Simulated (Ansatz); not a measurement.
Input file:

```yaml
crystal:
  periodic: [false, false, false]
  atoms:
    - {symbol: Si, position_ang: [-0.000446, -0.059018, 1.284043]}
    - {symbol: Al, position_ang: [-0.001279, 0.005205, -1.372411]}
    - {symbol: H, position_ang: [0.046685, 1.505172, 0.959166]}
basis:
  gaussian: {orbitals: cc-pVDZ}
hamiltonian: {xc: {name: PBE0}}
```

```sh
$ ansatz run in.yaml --threads 1 --pin off --events-out ev --progress --plain --max-ram 2393MiB
```

Log:

```
411 factors; integrals over basis functions are off by at most 1.2e-3 eV
mean field evaluation 1: about -14477.7627 eV, gradient 1.9e1 eV
mean field evaluation 2: about -14455.8003 eV, gradient 6.2e1 eV
mean field evaluation 4: about -14480.3162 eV, gradient 2.2e0 eV
mean field evaluation 8: about -14480.3478 eV, gradient 1.5e-2 eV
mean field evaluation 16: about -14480.4109 eV, gradient 6.7e-1 eV
mean field evaluation 32: about -14480.3478 eV, gradient 4.7e-2 eV
mean field -14480.95307428 eV, -532.1652099372 hartree, gradient 6.0e-6 eV, S^2 0.000000; 4 other end points of the search recorded, 0 dependent functions left out
reference -14480.95309522 eV, -532.1652107069 hartree; 14, 14 occupied and 27, 27 virtual orbitals, 411 factors
Total energy: -14480.95309522 eV, -532.1652107069 hartree
```

Ran on 1 thread of AMD EPYC 7B13, shared host: 1.3 s wall, 0.1 GiB peak host memory.
